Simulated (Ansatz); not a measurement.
Born–Oppenheimer molecular dynamics of H6OSi2 (9 atoms, charge 0, multiplicity 1). It starts from a relaxed structure.

All numbers below come from RKS PBE-D4/6-31G* (Ansatz 0.2.0).

```
ensemble        : NVT, Langevin thermostat
time step       : 0.5 fs
steps asked     : 166
set temperature : 300 K
friction        : 0.001 /fs
seed            : 402846
```

First frame:

```xyz
9
Properties=species:S:1:pos:R:3
Si 0.074 0.035 0.029
H 0.381 0.341 1.469
H 1.317 0.192 -0.788
H -0.964 1.009 -0.451
O -0.457 -1.537 -0.146
Si -1.696 -2.493 0.432
H -1.651 -2.583 1.932
H -3.035 -1.941 0.030
H -1.530 -3.860 -0.151
```

Question: How far do the bonds stretch over the last three quarters of this one trajectory? (Pairs bonded in most of those frames.)

Answer: 
```tsv
bond	mean (Å)	spread (Å)	shortest	longest
Si1–H2	1.508	0.047	1.44	1.58
Si1–H3	1.498	0.014	1.48	1.52
Si1–H4	1.504	0.026	1.46	1.54
Si1–O5	1.672	0.012	1.66	1.69
O5–Si6	1.673	0.014	1.65	1.70
Si6–H7	1.503	0.013	1.48	1.52
Si6–H8	1.505	0.011	1.48	1.53
Si6–H9	1.501	0.024	1.46	1.54
```

Mean temperature of the second half: 121 K. The mean temperature of the second half is 60 % below the set value. A run of 0.083 ps of so small a system gives no equilibrium averages.

Run time: 5.1 min on 1 thread of Arm Neoverse V1 (shared host), peak memory 0.11 GiB.
